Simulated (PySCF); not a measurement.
PySCF job for methanol (CH4O), SMILES CO, ωB97X-D3(BJ)/def2-TZVP. 

```python
import numpy as np
from pyscf import gto, scf, dft
from pyscf.geomopt import geometric_solver

mol = gto.M(
    atom='''
    C    -0.02002388   -0.65978149   -0.00000000
    O     0.12280970    0.73930036   -0.00000000
    H    -0.54911869   -1.01319679    0.89172808
    H     0.98666861   -1.07358377    0.00000000
    H    -0.54911870   -1.01319680   -0.89172807
    H    -0.75076557    1.14426342    0.00000000
    ''',
    basis='def2-TZVP',
    charge=0,
    spin=0,
    max_memory=1600,
    verbose=3,
)
mf = dft.RKS(mol, xc='wb97x-d3bj').density_fit(auxbasis='def2-universal-jkfit')
mf.grids.level = 3
mf.conv_tol = 1e-9
mf.max_cycle = 100
mf.kernel()
grad = mf.nuc_grad_method()
grad.grid_response = mol.nao <= 150
conv, mol_eq = geometric_solver.kernel(grad, convergence_set='GAU_TIGHT', maxsteps=100)
print(mol_eq.tostring(format='xyz'))
mf.reset(mol_eq)
mf.kernel()
```

Log of the run:

```
converged SCF energy = -115.806749744946
[banner and settings of the optimiser left out]
Geometry optimization cycle 1
Cartesian coordinates (Angstrom)
 Atom        New coordinates             dX        dY        dZ
   C  -0.020024  -0.659781   0.000000    0.000000  0.000000  0.000000
   O   0.122810   0.739300   0.000000    0.000000  0.000000  0.000000
   H  -0.549119  -1.013197   0.891728    0.000000  0.000000  0.000000
   H   0.986669  -1.073584   0.000000   -0.000000  0.000000  0.000000
   H  -0.549119  -1.013197  -0.891728    0.000000  0.000000  0.000000
   H  -0.750766   1.144263   0.000000    0.000000 -0.000000  0.000000

WARN: Mole.unit (angstrom) is changed to Bohr

converged SCF energy = -115.806749744947
--------------- DFRKS_Scanner gradients ---------------
         x                y                z
0 C     0.0019724162     0.0035289751     0.0000000020
1 O     0.0011341390    -0.0110298533    -0.0000000009
2 H     0.0000444794     0.0018867284    -0.0008035852
3 H    -0.0007748760     0.0021874186     0.0000000002
4 H     0.0000444796     0.0018867276     0.0008035865
5 H    -0.0024206462     0.0015399988    -0.0000000000
----------------------------------------------
cycle 1: E = -115.806749745  dE = -115.807  norm(grad) = 0.0127012
Step    0 : Gradient = 5.185e-03/1.109e-02 (rms/max) Energy = -115.8067497449
Hessian Eigenvalues: 2.30000e-02 5.00000e-02 5.00000e-02 ... 3.49957e-01 4.45835e-01 5.48595e-01

Geometry optimization cycle 2
Cartesian coordinates (Angstrom)
 Atom        New coordinates             dX        dY        dZ
   C  -0.021123  -0.657064  -0.000000   -0.001099  0.002717 -0.000000
   O   0.122082   0.753400   0.000000   -0.000728  0.014099  0.000000
   H  -0.546793  -1.022427   0.891383    0.002326 -0.009230 -0.000345
   H   0.984034  -1.080648  -0.000000   -0.002635 -0.007064 -0.000000
   H  -0.546793  -1.022427  -0.891383    0.002326 -0.009230  0.000345
   H  -0.750955   1.152972   0.000000   -0.000190  0.008709  0.000000
converged SCF energy = -115.806902493129
--------------- DFRKS_Scanner gradients ---------------
         x                y                z
0 C     0.0005867301     0.0013067539    -0.0000000014
1 O    -0.0006085733    -0.0001762219     0.0000000014
2 H    -0.0000757404    -0.0006161196    -0.0000596550
3 H    -0.0001520584    -0.0004050937     0.0000000007
4 H    -0.0000757402    -0.0006161202     0.0000596567
5 H     0.0003253873     0.0005068019    -0.0000000001
----------------------------------------------
cycle 2: E = -115.806902493  dE = -0.000152748  norm(grad) = 0.00194448
Step    1 : Displace = 9.328e-03/1.411e-02 (rms/max) Trust = 1.000e-01 (=) Grad = 7.938e-04/1.432e-03 (rms/max) E (change) = -115.8069024931 (-1.527e-04) Quality = 0.884
Hessian Eigenvalues: 2.30000e-02 4.99999e-02 5.00000e-02 ... 3.49782e-01 4.42208e-01 5.48049e-01

Geometry optimization cycle 3
Cartesian coordinates (Angstrom)
 Atom        New coordinates             dX        dY        dZ
   C  -0.021062  -0.657652  -0.000000    0.000061 -0.000588 -0.000000
   O   0.123378   0.752775  -0.000000    0.001296 -0.000625 -0.000000
   H  -0.547300  -1.019272   0.892329   -0.000508  0.003155  0.000946
   H   0.984513  -1.080399  -0.000000    0.000479  0.000249 -0.000000
   H  -0.547300  -1.019272  -0.892329   -0.000508  0.003155 -0.000946
   H  -0.751777   1.147626  -0.000000   -0.000821 -0.005346 -0.000000
converged SCF energy = -115.806911374142
--------------- DFRKS_Scanner gradients ---------------
         x                y                z
0 C     0.0000517345     0.0008203159    -0.0000000030
1 O    -0.0001415084    -0.0002900122     0.0000000016
2 H    -0.0000684448    -0.0001688483     0.0000496572
3 H     0.0000503670    -0.0000782469     0.0000000002
4 H    -0.0000684454    -0.0001688489    -0.0000496579
5 H     0.0001762902    -0.0001143618    -0.0000000002
----------------------------------------------
cycle 3: E = -115.806911374  dE = -8.88101e-06  norm(grad) = 0.000950717
Step    2 : Displace = 3.005e-03/5.381e-03 (rms/max) Trust = 1.414e-01 (+) Grad = 3.881e-04/8.219e-04 (rms/max) E (change) = -115.8069113741 (-8.881e-06) Quality = 1.109
Hessian Eigenvalues: 2.30000e-02 4.99963e-02 5.00000e-02 ... 3.49401e-01 4.84745e-01 5.51061e-01

Geometry optimization cycle 4
Cartesian coordinates (Angstrom)
 Atom        New coordinates             dX        dY        dZ
   C  -0.020935  -0.658325  -0.000000    0.000127 -0.000672  0.000000
   O   0.123251   0.752731  -0.000000   -0.000126 -0.000044 -0.000000
   H  -0.547181  -1.018692   0.892553    0.000120  0.000580  0.000224
   H   0.984697  -1.080645  -0.000000    0.000183 -0.000246  0.000000
   H  -0.547181  -1.018692  -0.892553    0.000120  0.000580 -0.000224
   H  -0.752200   1.147428  -0.000000   -0.000423 -0.000198 -0.000000
converged SCF energy = -115.806912136029
--------------- DFRKS_Scanner gradients ---------------
         x                y                z
0 C     0.0000635302     0.0001781732     0.0000000053
1 O    -0.0000330889    -0.0001487628    -0.0000000036
2 H    -0.0000169862     0.0000023176     0.0000204836
3 H     0.0000138427    -0.0000378847     0.0000000001
4 H    -0.0000169846     0.0000023201    -0.0000204825
5 H    -0.0000103084     0.0000038370     0.0000000000
----------------------------------------------
cycle 4: E = -115.806912136  dE = -7.61887e-07  norm(grad) = 0.000249363
Step    3 : Displace = 5.131e-04/6.868e-04 (rms/max) Trust = 2.000e-01 (+) Grad = 1.018e-04/1.892e-04 (rms/max) E (change) = -115.8069121360 (-7.619e-07) Quality = 1.108
Hessian Eigenvalues: 2.30000e-02 4.99322e-02 5.00000e-02 ... 3.48666e-01 4.40119e-01 5.56920e-01

Geometry optimization cycle 5
Cartesian coordinates (Angstrom)
 Atom        New coordinates             dX        dY        dZ
   C  -0.021040  -0.658466  -0.000000   -0.000106 -0.000142 -0.000000
   O   0.123269   0.752823  -0.000000    0.000018  0.000092  0.000000
   H  -0.547143  -1.018827   0.892568    0.000038 -0.000135  0.000015
   H   0.984703  -1.080385  -0.000000    0.000007  0.000260 -0.000000
   H  -0.547143  -1.018827  -0.892568    0.000038 -0.000135 -0.000015
   H  -0.752195   1.147487   0.000000    0.000005  0.000059  0.000000
converged SCF energy = -115.806912187534
--------------- DFRKS_Scanner gradients ---------------
         x                y                z
0 C    -0.0000173653     0.0000010595    -0.0000000052
1 O     0.0000174411    -0.0000089259     0.0000000047
2 H     0.0000038859     0.0000015181     0.0000012684
3 H    -0.0000027568     0.0000081965     0.0000000008
4 H     0.0000038839     0.0000015143    -0.0000012691
5 H    -0.0000050916    -0.0000033640    -0.0000000001
----------------------------------------------
cycle 5: E = -115.806912188  dE = -5.15052e-08  norm(grad) = 2.89235e-05
Step    4 : Displace = 1.482e-04/2.046e-04 (rms/max) Trust = 2.828e-01 (+) Grad = 1.181e-05/1.959e-05 (rms/max) E (change) = -115.8069121875 (-5.151e-08) Quality = 0.954
Hessian Eigenvalues: 2.30000e-02 4.92834e-02 5.00000e-02 ... 3.50617e-01 4.00961e-01 5.56070e-01

Geometry optimization cycle 6
Cartesian coordinates (Angstrom)
 Atom        New coordinates             dX        dY        dZ
   C  -0.021000  -0.658461  -0.000000    0.000041  0.000005  0.000000
   O   0.123201   0.752851  -0.000000   -0.000069  0.000028 -0.000000
   H  -0.547115  -1.018846   0.892553    0.000027 -0.000019 -0.000015
   H   0.984752  -1.080379  -0.000000    0.000049  0.000005  0.000000
   H  -0.547115  -1.018846  -0.892553    0.000027 -0.000019  0.000016
   H  -0.752270   1.147487  -0.000000   -0.000075 -0.000000 -0.000000
converged SCF energy = -115.806912189384
--------------- DFRKS_Scanner gradients ---------------
         x                y                z
0 C    -0.0000016450    -0.0000031321     0.0000000020
1 O     0.0000002681     0.0000007494    -0.0000000021
2 H     0.0000004230     0.0000013056    -0.0000003935
3 H    -0.0000004061    -0.0000015365    -0.0000000002
4 H     0.0000004239     0.0000013079     0.0000003937
5 H     0.0000009347     0.0000013057     0.0000000000
----------------------------------------------
cycle 6: E = -115.806912189  dE = -1.8501e-09  norm(grad) = 4.72624e-06
Step    5 : Displace = 2.864e-05/4.529e-05 (rms/max) Trust = 3.000e-01 (+) Grad = 1.929e-06/3.538e-06 (rms/max) E (change) = -115.8069121894 (-1.850e-09) Quality = 1.122
Hessian Eigenvalues: 2.30000e-02 4.92834e-02 5.00000e-02 ... 3.50617e-01 4.00961e-01 5.56070e-01
Converged! =D

6
XYZ from PySCF
C          -0.02099955       -0.65846090       -0.00000006
O           0.12320058        0.75285105       -0.00000004
H          -0.54711544       -1.01884635        0.89255266
H           0.98475223       -1.08037925       -0.00000009
H          -0.54711546       -1.01884630       -0.89255279
H          -0.75227035        1.14748720       -0.00000002
converged SCF energy = -115.806912189401
```

The calculation finished and met its thresholds.

Cost: very roughly 25 core-seconds.
